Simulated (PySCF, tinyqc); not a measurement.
Inside a calculation. Method: RHF in the sto-3g basis, for CH2, spin multiplicity 1. This run ends on a higher stationary point, not on the lowest solution. The lowest restricted solution is unstable here: a spin-polarised one lies 0.0181 hartree lower (PySCF). One step of it, computed by the program tinyqc.

Question. Iteration 1: building the Fock matrix. J_ij = sum D_kl (ij|kl), K_ij = sum D_kl (ik|jl); F = H + J - 0.5 K; E = tr D H + tr D J / 2 - 0.25 tr D K + E_nn.

D at the start:
```
            1C 1s      1C 2s    1C 2px     1C 2py     1C 2pz      2H 1s      3H 1s
1C 1s    2.119726  -0.493939  0.000000   0.000000  -0.229132   0.067547   0.067547
1C 2s   -0.493939   2.031029  0.000000   0.000000   0.987362  -0.267306  -0.267306
1C 2px   0.000000   0.000000  2.000000   0.000000   0.000000   0.000000   0.000000
1C 2py   0.000000   0.000000  0.000000   2.218209   0.000000  -0.234228   0.234228
1C 2pz  -0.229132   0.987362  0.000000   0.000000   0.480056  -0.129934  -0.129934
2H 1s    0.067547  -0.267306  0.000000  -0.234228  -0.129934   0.059917   0.010451
3H 1s    0.067547  -0.267306  0.000000   0.234228  -0.129934   0.010451   0.059917
```

core Hamiltonian H = T + V (hartree):
```
             1C 1s      1C 2s     1C 2px     1C 2py     1C 2pz      2H 1s      3H 1s
1C 1s   -18.523851  -4.467428   0.000000   0.000000  -0.012718  -0.570779  -0.570779
1C 2s    -4.467428  -5.474617   0.000000   0.000000  -0.142603  -1.536541  -1.536541
1C 2px    0.000000   0.000000  -4.376915   0.000000   0.000000   0.000000   0.000000
1C 2py    0.000000   0.000000   0.000000  -4.471310   0.000000  -1.108716   1.108716
1C 2pz   -0.012718  -0.142603   0.000000   0.000000  -4.432648  -0.878286  -0.878286
2H 1s    -0.570779  -1.536541   0.000000  -1.108716  -0.878286  -2.978734  -0.353277
3H 1s    -0.570779  -1.536541   0.000000   1.108716  -0.878286  -0.353277  -2.978734
```

Two-electron integrals (ij|kl) in chemists' order, unique and non-zero (hartree):
```
(11|11) 3.541948    (21|11) 0.576921    (21|21) 0.111888    (22|11) 0.854682
(22|21) 0.205284    (22|22) 0.624709    (31|31) 0.020296    (32|31) 0.030858
(32|32) 0.137996    (33|11) 0.852436    (33|21) 0.205335    (33|22) 0.624568
(33|33) 0.672833    (41|41) 0.020296    (42|41) 0.030858    (42|42) 0.137996
(43|43) 0.036269    (44|11) 0.852436    (44|21) 0.205335    (44|22) 0.624568
(44|33) 0.600295    (44|44) 0.672833    (51|51) 0.020296    (52|51) 0.030858
(52|52) 0.137996    (53|53) 0.036269    (54|54) 0.036269    (55|11) 0.852436
(55|21) 0.205335    (55|22) 0.624568    (55|33) 0.600295    (55|44) 0.600295
(55|55) 0.672833    (61|11) 0.073137    (61|21) 0.014110    (61|22) 0.025885
(61|33) 0.025804    (61|41) 0.000651    (61|42) 0.001230    (61|44) 0.025963
(61|51) 0.000500    (61|52) 0.000945    (61|54) 0.000123    (61|55) 0.025898
(61|61) 0.001816    (62|11) 0.204153    (62|21) 0.049832    (62|22) 0.170729
(62|33) 0.166409    (62|41) 0.003720    (62|42) 0.027512    (62|44) 0.174450
(62|51) 0.002858    (62|52) 0.021140    (62|54) 0.006179    (62|55) 0.171157
(62|61) 0.006559    (62|62) 0.065635    (63|31) 0.004675    (63|32) 0.025806
(63|43) 0.005135    (63|53) 0.003946    (63|63) 0.007305    (64|11) 0.147687
(64|21) 0.036475    (64|22) 0.132506    (64|33) 0.126012    (64|41) 0.006989
(64|42) 0.045183    (64|44) 0.141977    (64|51) 0.001778    (64|52) 0.014889
(64|54) 0.008322    (64|55) 0.129374    (64|61) 0.004983    (64|62) 0.060330
(64|64) 0.061750    (65|11) 0.113482    (65|21) 0.028027    (65|22) 0.101816
(65|33) 0.096827    (65|41) 0.001778    (65|42) 0.014889    (65|44) 0.101203
(65|51) 0.006041    (65|52) 0.037247    (65|54) 0.008498    (65|55) 0.107302
(65|61) 0.003829    (65|62) 0.046357    (65|64) 0.041835    (65|65) 0.039451
(66|11) 0.378463    (66|21) 0.093874    (66|22) 0.367673    (66|33) 0.349531
(66|41) 0.007833    (66|42) 0.080268    (66|44) 0.383423    (66|51) 0.006019
(66|52) 0.061677    (66|54) 0.026042    (66|55) 0.369542    (66|61) 0.012454
(66|62) 0.189521    (66|64) 0.191325    (66|65) 0.147013    (66|66) 0.774606
(71|11) 0.073137    (71|21) 0.014110    (71|22) 0.025885    (71|33) 0.025804
(71|41) -0.000651   (71|42) -0.001230   (71|44) 0.025963    (71|51) 0.000500
(71|52) 0.000945    (71|54) -0.000123   (71|55) 0.025898    (71|61) 0.001770
(71|62) 0.006219    (71|64) 0.004370    (71|65) 0.003642    (71|66) 0.011705
(71|71) 0.001816    (72|11) 0.204153    (72|21) 0.049832    (72|22) 0.170729
(72|33) 0.166409    (72|41) -0.003720   (72|42) -0.027512   (72|44) 0.174450
(72|51) 0.002858    (72|52) 0.021140    (72|54) -0.006179   (72|55) 0.171157
(72|61) 0.006219    (72|62) 0.045921    (72|64) 0.030802    (72|65) 0.031647
(72|66) 0.101804    (72|71) 0.006559    (72|72) 0.065635    (73|31) 0.004675
(73|32) 0.025806    (73|43) -0.005135   (73|53) 0.003946    (73|63) 0.004765
(73|73) 0.007305    (74|11) -0.147687   (74|21) -0.036475   (74|22) -0.132506
(74|33) -0.126012   (74|41) 0.006989    (74|42) 0.045183    (74|44) -0.141977
(74|51) -0.001778   (74|52) -0.014889   (74|54) 0.008322    (74|55) -0.129374
(74|61) -0.004370   (74|62) -0.030802   (74|64) -0.016701   (74|65) -0.020890
(74|66) -0.065219   (74|71) -0.004983   (74|72) -0.060330   (74|74) 0.061750
(75|11) 0.113482    (75|21) 0.028027    (75|22) 0.101816    (75|33) 0.096827
(75|41) -0.001778   (75|42) -0.014889   (75|44) 0.101203    (75|51) 0.006041
(75|52) 0.037247    (75|54) -0.008498   (75|55) 0.107302    (75|61) 0.003642
(75|62) 0.031647    (75|64) 0.020890    (75|65) 0.026125    (75|66) 0.073951
(75|71) 0.003829    (75|72) 0.046357    (75|74) -0.041835   (75|75) 0.039451
(76|11) 0.042314    (76|21) 0.010404    (76|22) 0.037839    (76|33) 0.036641
(76|44) 0.037563    (76|51) 0.000934    (76|52) 0.007776    (76|55) 0.039270
(76|61) 0.001345    (76|62) 0.013493    (76|64) 0.010817    (76|65) 0.010455
(76|66) 0.037687    (76|71) 0.001345    (76|72) 0.013493    (76|74) -0.010817
(76|75) 0.010455    (76|76) 0.003596    (77|11) 0.378463    (77|21) 0.093874
(77|22) 0.367673    (77|33) 0.349531    (77|41) -0.007833   (77|42) -0.080268
(77|44) 0.383423    (77|51) 0.006019    (77|52) 0.061677    (77|54) -0.026042
(77|55) 0.369542    (77|61) 0.011705    (77|62) 0.101804    (77|64) 0.065219
(77|65) 0.073951    (77|66) 0.239940    (77|71) 0.012454    (77|72) 0.189521
(77|74) -0.191325   (77|75) 0.147013    (77|76) 0.037687    (77|77) 0.774606
```

nuclear repulsion = 4.81370636 hartree

Give: Coulomb J; exchange K; Fock matrix F; total energy of this density.

Answer.

Coulomb J (hartree):
```
          1C 1s   1C 2s  1C 2px   1C 2py  1C 2pz   2H 1s    3H 1s
1C 1s   12.3292  2.4073  0.0000   0.0000  0.0446  0.3057   0.3057
1C 2s    2.4073  5.5043  0.0000   0.0000  0.2103  1.4695   1.4695
1C 2px   0.0000  0.0000  5.5413   0.0000  0.0000  0.0000   0.0000
1C 2py   0.0000  0.0000  0.0000   5.5355  0.0000  1.1189  -1.1189
1C 2pz   0.0446  0.2103  0.0000   0.0000  5.4199  0.8864   0.8864
2H 1s    0.3057  1.4695  0.0000   1.1189  0.8864  3.0338   0.3216
3H 1s    0.3057  1.4695  0.0000  -1.1189  0.8864  0.3216   3.0338
```

exchange K (hartree):
```
         1C 1s   1C 2s  1C 2px   1C 2py  1C 2pz   2H 1s    3H 1s
1C 1s   7.2647  1.2940  0.0000   0.0000  0.0245  0.1750   0.1750
1C 2s   1.2940  1.7545  0.0000   0.0000  0.5794  0.4619   0.4619
1C 2px  0.0000  0.0000  1.7041   0.0000  0.0000  0.0000   0.0000
1C 2py  0.0000  0.0000  0.0000   1.6985  0.0000  0.2804  -0.2804
1C 2pz  0.0245  0.5794  0.0000   0.0000  0.6722  0.2177   0.2177
2H 1s   0.1750  0.4619  0.0000   0.2804  0.2177  0.2063   0.0875
3H 1s   0.1750  0.4619  0.0000  -0.2804  0.2177  0.0875   0.2063
```

Fock matrix F (hartree):
```
          1C 1s    1C 2s  1C 2px   1C 2py   1C 2pz    2H 1s    3H 1s
1C 1s   -9.8270  -2.7071  0.0000   0.0000   0.0197  -0.3526  -0.3526
1C 2s   -2.7071  -0.8475  0.0000   0.0000  -0.2221  -0.2980  -0.2980
1C 2px   0.0000   0.0000  0.3124   0.0000   0.0000   0.0000   0.0000
1C 2py   0.0000   0.0000  0.0000   0.2149   0.0000  -0.1300   0.1300
1C 2pz   0.0197  -0.2221  0.0000   0.0000   0.6512  -0.1007  -0.1007
2H 1s   -0.3526  -0.2980  0.0000  -0.1300  -0.1007  -0.0481  -0.0754
3H 1s   -0.3526  -0.2980  0.0000   0.1300  -0.1007  -0.0754  -0.0481
```

total energy of this density = -36.660519 hartree
